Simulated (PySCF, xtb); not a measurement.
NO, SMILES O=[N] (connectivity only; charge and spin as stated), charge +1, multiplicity 1.

Harmonic wavenumbers (cm⁻¹) from GFN2-xTB (xtb) at its own minimum, in rising order: 2421.

Task: What does PBE0-D3(BJ)/def2-TZVPD run with PySCF give at its own minimum? (An estimate is asked for; the answer gives what the named calculation found.)

Result: 2528. Paired by order, the mean absolute difference is 107 cm⁻¹ and the zero-point energies are 3.5 and 3.6 kcal/mol.
